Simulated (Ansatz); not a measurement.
Ansatz (a program for electronic structure) input (HF/aug-cc-pV(T+d)Z): A basis named .json is the Basis Set Exchange file of that set (core-valence sets with the plain set on hydrogen).

Ansatz 0.2 input:
```yaml
crystal:
  periodic: [false, false, false]
  atoms:
    - {symbol: C, position_ang: [-0.18304254, 0.00476490, 0.95552267]}
    - {symbol: Cl, position_ang: [0.02009756, 1.53307264, -0.21289176]}
    - {symbol: Cl, position_ang: [-0.00577673, -1.53459387, -0.20255081]}
    - {symbol: H, position_ang: [0.85480124, -0.00272854, 1.32938764]}
basis:
  gaussian:
    orbitals: aug-cc-pV_T+d_Z.json
hamiltonian:
  xc: {name: HF}
total_charge: -1
magnetization: {spin_polarized: false}
```

Output:

```
Functional definition: HF
integrals: 0.10 GiB planned
1205 factors; their error is unknown
mean field: 0.58 GiB planned
mean field evaluation 1: about -26052.5434 eV, gradient 1.9e1 eV
mean field evaluation 2: about -26053.4070 eV, gradient 1.1e1 eV
mean field evaluation 4: about -26053.7096 eV, gradient 1.1e0 eV
mean field evaluation 8: about -26053.7226 eV, gradient 6.7e-2 eV
mean field -26053.82355759 eV, -957.4603558256 hartree, gradient 8.8e-6 eV, S^2 0.000000; 0 other end points of the search recorded, 0 dependent functions left out
reference -26053.82355759 eV, -957.4603558256 hartree; 21, 21 occupied and 158, 158 virtual orbitals, 1205 factors
Total energy: -26053.82355759 eV, -957.4603558256 hartree
```
